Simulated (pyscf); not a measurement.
## Routes from H₂C=S (SMILES C=S) + H₂S (SMILES S)

Candidate steps break at most two bonds and form at most two. Each was searched with GFN2-xTB (tblite) first. PySCF, gas phase, ωB97X-D3(BJ)/def2-SVP geometries. MP2 and CC: frozen core, UHF for open shells. ΔMP2 is the change of the MP2 total energy from the triple- to the quadruple-zeta basis. Energies: CCSD(T)/def2-TZVPP + ΔMP2(QZVPP), eV, from the separated reactants, singlet surface.

```csv
products,type,ΔE‡,ΔE,ΔG‡ 298 K,ΔG‡ 900 K,ν‡ (cm⁻¹)
HS–CH₂–SH,addition across a multiple bond or ene-type step,1.19,-0.95,1.68,2.60,839i
H₃C–S–SH,addition across a multiple bond or ene-type step,1.95,-1.18,2.34,3.20,2355i
```

Plain bond fissions and candidates not yet searched are not listed, and one of them may be faster. Each barrier is that of the saddle found; lower ones may exist. The CCSD(T) − MP2 part came from Ansatz, without density fitting, on the same reference.
